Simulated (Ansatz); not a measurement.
**SiNH6 (doublet): the correlation ladder at distance N1–H4 along a hydrogen transfer = 1.065 Å, cc-pVDZ**

The task here is to estimate one member of a computed series from the others.

Program: Ansatz 0.2.0, Gaussian basis. Level of theory: cc-pVDZ, core rule «outside noble gas», up to 6 orbitals frozen. These are calculated values, not measurements.

Plan: UHF; CCSD(T) on ROHF; CCSD(T) on UHF; BCCD(T) on ROHF; CISD; CCSDT(Q) on ROHF; CCSDT(Q) on UHF; CASSCF and MRCISD+Q, 3 electrons in 3 orbitals; CASSCF and NEVPT2, 3 electrons in 3 orbitals.

## What is computed

The geometry derives from fragments relaxed apart (PBE0/def2-TZVP) and kept rigid, so it is no stationary point. A hydrogen atom is moved between rigid fragments.

8 atoms, charge 0, spin multiplicity 2.

Atoms are counted from 1 here; the program's logs count them from 0.

Bond lengths: N1–H2 1.012 Å, N1–H3 1.012 Å, N1–H4 1.065 Å, Si5–H6 1.486 Å, Si5–H7 1.486 Å, Si5–H8 1.486 Å. Angles: H2–N1–H3 107.1°, H2–N1–H4 107.1°, H3–N1–H4 107.1°, H6–Si5–H7 111.3°, H6–Si5–H8 111.3°, H7–Si5–H8 111.3°.

The first run:

Contents of in.yaml:

```yaml
crystal:
  periodic: [false, false, false]
  atoms:
    - {symbol: N, position_ang: [-1.861124, -0.011841, -0.018431]}
    - {symbol: H, position_ang: [-2.158404, 0.955993, -0.018431]}
    - {symbol: H, position_ang: [-2.158403, -0.414140, 0.861829]}
    - {symbol: H, position_ang: [-0.796124, -0.011841, -0.018431]}
    - {symbol: Si, position_ang: [0.959876, -0.011841, -0.018431]}
    - {symbol: H, position_ang: [1.409848, -1.428094, -0.018431]}
    - {symbol: H, position_ang: [1.409850, 0.696285, -1.244942]}
    - {symbol: H, position_ang: [1.409851, 0.696286, 1.208081]}
basis:
  gaussian: {orbitals: cc-pVDZ}
magnetization: {spin_polarized: true, initial_magnetization: 1}
hamiltonian: {xc: hf}
output: {orbitals: {seedname: orbitals}}
```

The run is started by

```bash
$ ansatz run in.yaml --threads 1 --pin off --events-out ev --progress --plain --max-ram 4096MiB --backend cpu
```

Steps of the session up to this table: UHF; CCSD(T) on ROHF; CCSD(T) on UHF; BCCD(T) on ROHF; CISD; CCSDT(Q) on ROHF; CCSDT(Q) on UHF; CASSCF and MRCISD+Q, 3 electrons in 3 orbitals; CASSCF and NEVPT2, 3 electrons in 3 orbitals.

One table of the session follows, with a row left open; its other results are not shown here.

It belongs to the step «Misses and costs». 

| method | from UCCSDT(Q) (kcal/mol) |
| --- | --- |
| ROHF | +218.58 |
| UHF | +215.90 |
| RMP2 | +31.66 |
| UMP2 | ? |
| CISD | +26.14 |
| RCCSD | +5.70 |
| UCCSD | +5.63 |
| RCCSD(T) | +0.92 |
| UCCSD(T) | +0.93 |
| BCCD(T) | +0.92 |
| RCCSDT | +0.32 |
| UCCSDT | +0.32 |
| RCCSDT(Q) | +0.01 |
| UCCSDT(Q) | 0 |

Estimate the missing values for UMP2.

The run gave: from UCCSDT(Q) (kcal/mol): +32.20. In the column «from UCCSDT(Q) (kcal/mol)» it lies between RMP2 (+31.66) and UHF (+215.90).

Caveats from the session: Left out of the table: CASSCF pair, NEVPT2 pair, MRCISD pair, MRCISD+Q pair (the active space lost an orbital or holds another state than full CI finds). Restricted and unrestricted rows rest on different reference determinants; where their highest levels disagree by more than a few hundredths of an eV, they describe different states and don't form one ladder. Warnings in the runs' records: passed over end.
